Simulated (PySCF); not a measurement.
Excitations are Tamm–Dancoff values on a coarser integration grid. The basis has no diffuse functions, so Rydberg states are missing or too high.

Cartesian coordinates (Å):
```xyz
9

C     -1.3527    -0.0736    -0.2504
S      0.0018     1.1017    -0.4363
C      1.3528     0.1139     0.2339
H     -2.2598     0.4162    -0.6317
H     -1.1778    -0.9898    -0.8358
H     -1.5168    -0.3394     0.8057
H      1.1760    -0.1531     1.2876
H      2.2616     0.7295     0.1779
H      1.5151    -0.8031    -0.3540
```
Charge 0, spin multiplicity 1.

What T1 excitation (TDA), HOMO–LUMO gap, LUMO, S1–T1 gap (TDA) and total energy does PBE0-D4/def2-TZVP // PBE0-D4/def2-SVP (PySCF 2.14.0) give?


| Property | Value |
|---|---|
| T1 excitation (TDA) | 4.93 eV |
| HOMO–LUMO gap | 7.24 eV |
| LUMO | 0.99 eV |
| S1–T1 gap (TDA) | 0.59 eV |
| total energy | -477.8178 Ha |
